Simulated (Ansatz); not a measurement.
Reaction (formal loss of a carbene): `[CH3][AlH][OH]` → `[CH2]` (triplet) + `[OH][AlH2]`

Computed with Ansatz on PBE0-D4/def2-TZVP structures; ΔE is electronic, products minus reactants. CCSD(T)/CBS is the MP2 limit (def2-TZVPP, def2-QZVPP) plus CCSD(T) − MP2 in def2-TZVPP, frozen cores. This one scheme is used for every species. Functionals use def2-TZVPP. HSE06 is defined as in plane-wave codes. Triplets are unrestricted, without spin–orbit coupling. One conformer a species, not always the lowest.

| level | ΔE (kcal/mol) | difference from CCSD(T)/CBS |
| --- | --- | --- |
| LDA (SPW92) | 132.6 | 17.4 |
| B97M-V | 114.0 | -1.2 |
| PBE0-D4 | 114.8 | -0.4 |
| HSE06-D4 | 114.9 | -0.3 |
| CAM-B3LYP-D4 | 114.3 | -0.9 |
| ωB97X-V | 117.1 | 1.9 |
| r2SCANh | 110.0 | -5.2 |
| RPA@PBE/def2-TZVPP | 109.5 | -5.7 |
| HF/def2-SVP | 79.5 | -35.7 |
| MP2/def2-SVP | 111.3 | -3.9 |
| CCSD/def2-SVP | 106.8 | -8.4 |
| CCSD(T)/def2-SVP | 108.6 | -6.6 |
| CCSD(T)/def2-TZVPP | 112.2 | -3.0 |
| HF/def2-QZVPP | 78.6 | -36.6 |
| SCS-MP2/def2-QZVPP | 117.1 | 1.9 |
| CCSD/CBS(def2) | 112.5 | -2.7 |
| CCSD(T)/CBS | 115.2 | 0 |

Largest T1 diagnostic among the species: 0.012.

From r2SCAN to r2SCAN0 (25 % exact exchange), in def2-TZVPP and without D4, ΔE moves by −1.3 kcal/mol. In def2-TZVPP, CCSD(T) changes the Hartree–Fock value by +33.6 kcal/mol (the triples alone add +2.7 kcal/mol) and MP2 by +37.0 kcal/mol. Leaving LDA and LC-ωPBE aside and taking each functional with its dispersion term where it has one, the values, not all of them listed here, spread over 7.6 kcal/mol, from r2SCAN0-D4 to ωB97X-V. LDA lies +16.6 kcal/mol from PBE without D4.
